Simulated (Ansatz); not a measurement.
in.yaml

```yaml
crystal:
  periodic: [false, false, false]
  atoms:
    - {symbol: B, position_ang: [0.000000, 0.000000, 1.437601]}
    - {symbol: C, position_ang: [0.000000, 0.000000, -0.183399]}
    - {symbol: H, position_ang: [0.000000, 0.000000, -1.254201]}
basis:
  gaussian: {orbitals: def2-TZVPP}
magnetization: {spin_polarized: false, initial_magnetization: 2}
correlation: {method: fci, electrons: all}
```

```sh
$ ansatz run in.yaml --threads 1 --pin off --events-out ev --progress --plain --max-ram 2393MiB
```

Task: One thing in this input was set wrong on purpose, beside settings that are merely unusual. What is the gravest fault, and what does the program do?

Result: Too large for memory. How the run ends: out of memory.
```
889 factors; integrals over basis functions are off by at most 1.6e-7 eV
mean field evaluation 1: about -1712.0126 eV, gradient 1.1e1 eV
mean field evaluation 2: about -1712.0136 eV, gradient 1.1e1 eV
mean field evaluation 4: about -1712.8904 eV, gradient 1.0e0 eV
mean field evaluation 8: about -1712.9023 eV, gradient 1.3e-4 eV
mean field evaluation 16: about -1711.8852 eV, gradient 3.2e-2 eV
mean field evaluation 32: about -1706.0991 eV, gradient 9.1e-1 eV
mean field evaluation 64: about -1706.0991 eV, gradient 9.1e-1 eV
mean field -1712.90230081 eV, -62.9479985078 hartree, gradient 1.8e-6 eV, S^2 2.000000; 10 other end points of the search recorded, 0 dependent functions left out
mean field evaluation 96: about -1713.1690 eV, gradient 5.2e-1 eV
mean field evaluation 128: about -1711.4811 eV, gradient 7.5e0 eV
reference -1712.90230081 eV, -62.9479985078 hartree; 7, 5 occupied and 69, 71 virtual orbitals, 889 factors
Error: with its determinants' occupation strings, the run needs 14.46 GiB of memory, and 2.33 GiB are given
refused for memory
```
